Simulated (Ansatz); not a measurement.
# CH4BN: how energies converge with the basis set

One table from this session's results is given with a row withheld; the runs are named, their logs left out.

The runs use Ansatz 0.2.0, Gaussian basis; one geometry, several basis sets.

The runs, in order: PBE0-D4/def2-SVP; ωB97M-V/def2-SVP; PBE0-D4/def2-QZVPP; ωB97M-V/def2-QZVPP; the functionals' def2-TZVPP values are taken from earlier runs.

1 further run of the same task is left out (it didn't finish). Runs told in other sessions of the task aren't counted.

## The relaxed structure

The geometry comes from an earlier relaxation with PBE0-D4 in a triple-zeta def2 set; it is a stationary point, not always the lowest conformer.

SMILES `BC=N`, 7 atoms, charge 0, spin multiplicity 1.

Atoms are counted from 1 here; the program's logs count them from 0.

Bond lengths: B1–C2 1.561 Å, B1–H4 1.192 Å, B1–H5 1.197 Å, C2–N3 1.277 Å, C2–H6 1.100 Å, N3–H7 1.023 Å. Angles: C2–B1–H4 119.4°, C2–B1–H5 120.0°, H4–B1–H5 120.6°, B1–C2–N3 117.8°, B1–C2–H6 120.8°, N3–C2–H6 121.2°, C2–N3–H7 111.4°.

Geometry (Å):

```
B    -0.8741    0.3365   -0.6252
C     0.4080    0.0969    0.2330
N     0.7861   -1.1097    0.4133
H    -1.1584   -0.4418   -1.4822
H    -1.5771    1.2783   -0.3995
H     0.9127    0.9336    0.7385
H     1.5641   -1.1617    1.0763
```

Set-up of the first run:

File in.yaml:

```yaml
crystal:
  periodic: [false, false, false]
  atoms:
    - {symbol: B, position_ang: [-0.874145, 0.336474, -0.625161]}
    - {symbol: C, position_ang: [0.408031, 0.096867, 0.233028]}
    - {symbol: N, position_ang: [0.786145, -1.109671, 0.413264]}
    - {symbol: H, position_ang: [-1.158407, -0.441773, -1.482160]}
    - {symbol: H, position_ang: [-1.577119, 1.278312, -0.399509]}
    - {symbol: H, position_ang: [0.912704, 0.933627, 0.738477]}
    - {symbol: H, position_ang: [1.564092, -1.161736, 1.076261]}
basis:
  gaussian: {orbitals: def2-SVP}
hamiltonian: {xc: pbe0, dispersion: d4}
output: {orbitals: {seedname: orbitals}}
```

Launch:

```
ansatz run in.yaml --threads 2 --pin off --events-out ev --progress --plain --max-ram 4352MiB
```

Steps of the session up to this table: PBE0-D4 in def2-SVP; ωB97M-V in def2-SVP; PBE0-D4 in def2-QZVPP; ωB97M-V in def2-QZVPP.

One of the session's tables, all rows but one given; the rest of the session is left out.

It belongs to the step «Functionals by basis». 

| functional | basis | HOMO (eV) | LUMO (eV) |
| --- | --- | --- | --- |
| PBE0-D4 | def2-SVP | -7.48 | -2.35 |
| PBE0-D4 | def2-TZVPP | -7.69 | -2.50 |
| PBE0-D4 | def2-QZVPP | -7.72 | -2.54 |
| ωB97M-V | def2-SVP | -9.84 | -0.16 |
| ωB97M-V | def2-TZVPP | ? | ? |
| ωB97M-V | def2-QZVPP | -10.10 | -0.46 |

Q: Estimate the row for ωB97M-V, def2-TZVPP from the others.

**Answer.** HOMO (eV): -10.07; LUMO (eV): -0.40. In the column «HOMO (eV)» it lies between ωB97M-V, def2-QZVPP (-10.10) and ωB97M-V, def2-SVP (-9.84).
